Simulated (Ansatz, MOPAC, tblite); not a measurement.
Ladder of methods for the band gap of trigonal Te

Reference value: 0.33 eV (measured, temperature not stated, no zero-point or thermal correction, compiled measured gap; kind and temperature not stated; as tabulated in Kothakonda et al. (2022), arXiv:2208.02841).

```csv
level (code),value (eV),cell (Å³/atom),difference (eV)
GFN1-xTB (tblite),0.23,27.37,-0.10
PM7 semi-empirical Hartree-Fock (MOPAC),8.27,30.80,+7.94
LDA+SOC (Ansatz),0.00,33.89,-0.33
PBE+SOC (Ansatz),0.01 (direct),33.89,-0.32
PBEsol+SOC (Ansatz),0.00,33.89,-0.33
r²SCAN+SOC (Ansatz),0.14,33.89,-0.19
HSE06+SOC (Ansatz),0.37 (direct),33.89,+0.04
```

Leaving aside GFN1-xTB (doubt noted below), PM7 semi-empirical Hartree-Fock (MOPAC) (doubt noted below): Once the reference is moved by up to 0.15 eV (a margin picked here for doubts on the reference and the settings, and for temperature and zero-point motion) and values within 0.03 eV count as equal, the nearest can be HSE06+SOC (+0.04 eV) or r²SCAN+SOC (-0.19 eV). No gap at all, against the measurement: LDA+SOC, PBEsol+SOC.

Density-functional gaps are differences of (generalised) Kohn–Sham levels of a static lattice; semilocal ones lie below quasiparticle gaps as a rule. Measured gaps hold zero-point and thermal shifts unless a correction is named. Spin–orbit coupling is included only where a level's name says +SOC; with heavier elements it mostly lowers gaps and can invert bands. A gap of zero means that the bands touch or overlap; how far they overlap is not shown.  GFN1-xTB, PM7 semi-empirical Hartree-Fock (MOPAC): the gap is read on the k mesh or supercell of the run alone and can be too large. GFN1-xTB, PM7 semi-empirical Hartree-Fock (MOPAC): the method was fitted mainly to molecules. PM7 semi-empirical Hartree-Fock (MOPAC): gaps of these semi-empirical methods are Hartree–Fock-like level differences, and their formation enthalpies are fitted 298 K values. Values are at the measured cell (atoms relaxed with PBEsol); GFN1-xTB at the level's own relaxed cell; PM7 semi-empirical Hartree-Fock (MOPAC) at the level's own relaxed cell. Cutoffs and k meshes differ between the levels. Ansatz's density-functional and Hartree–Fock values are scalar-relativistic unless marked +SOC, with PAW data made under PBE.

Differences are worked out from the printed values.

Ansatz is a program for electronic structure.
